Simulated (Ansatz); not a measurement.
This geometry of BH₇Si (9 atoms, charge 0, multiplicity 1) is a first-order saddle point.

Method: Ansatz, RKS B3LYP-D4/def2-TZVP.

```xyz
9
Properties=species:S:1:pos:R:3
B -0.119 -0.288 0.220
H 0.146 0.649 1.031
H 0.675 -0.103 -0.647
H -1.300 -0.184 0.107
Si 0.151 -2.258 0.746
H -0.285 -3.007 -0.453
H 1.561 -2.607 1.040
H -0.680 -2.680 1.900
H 0.326 -0.312 1.386
```

Which two structures does it join? (They come from a converged band through this point; their orientation in space is the band's.)

Bonds broken: Si5–H9.

Initial state:

```xyz
9
Properties=species:S:1:pos:R:3
B -0.094 -0.062 0.308
H 0.561 0.731 0.913
H 0.588 -0.698 -0.470
H -1.140 0.247 -0.176
Si 0.190 -2.200 0.828
H -0.381 -2.875 -0.349
H 1.654 -2.287 0.950
H -0.398 -2.834 2.037
H -0.505 -0.813 1.289
```

Final state:

```xyz
9
Properties=species:S:1:pos:R:3
B -0.112 -0.370 0.181
H 0.147 0.651 0.999
H 0.691 -0.070 -0.646
H -1.269 -0.121 0.036
Si 0.139 -2.304 0.757
H -0.297 -3.129 -0.394
H 1.551 -2.648 1.065
H -0.679 -2.683 1.937
H 0.306 -0.114 1.395
```

How far does it lie above each of them?

0.45 eV above the first and 0.02 eV above the second. This is the barrier of this one path; another mechanism may lie lower. The orbitals stay closed-shell, which can raise the energy where a bond breaks towards radicals; this wasn't checked here.

Time of the run: 71 s on 4 threads of Intel(R) Xeon(R) Platinum 8488C (Sapphire Rapids), with other jobs on the host, peak memory 0.2 GiB.
